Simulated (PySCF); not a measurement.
H₃Si, SMILES [SiH3] (connectivity only; charge and spin as stated), charge +1, multiplicity 1.

Geometry optimised at B3LYP-D3(BJ)/def2-TZVPD. The multiplicity is an assumed one; other spin states were not compared. The isomer is the one that the SMILES or the coordinates give; other isomers of the formula were not compared.

Method: PBE/def2-TZVPD (PySCF).

Isolated molecule, no solvent.

Computed frontier levels, gap, dipole moment and polarisability:
```
Quantity                                                          Result
------------------------------------------------  ----------------------
highest occupied level                                         -16.34 eV
lowest empty level                                             -11.26 eV
orbital gap                                                      5.08 eV
dipole moment about the centre of nuclear charge                  0.00 D
mean static polarisability                          20.7 bohr³ (3.07 Å³)
polarisability, principal values                  16.7, 22.7, 22.7 bohr³
```
